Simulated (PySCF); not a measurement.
Cartesian coordinates (Å):
```xyz
4

C      0.0000     0.0000     0.0000
H      1.0726    -0.1167    -0.0051
H     -0.6373    -0.8706     0.0046
H     -0.4353     0.9872     0.0005
```
Charge 0, spin multiplicity 2.

Question: Estimate the total energy, dipole moment and highest occupied spin orbital that ωB97X-D3(BJ)/def2-TZVP // B3LYP-D3(BJ)/def2-TZVP (PySCF 2.14.0) returns for this input.

Answer: 
| Property | Value |
|---|---|
| total energy | -39.8749 Ha |
| dipole moment | 0.00 D |
| highest occupied spin orbital | -9.18 eV |
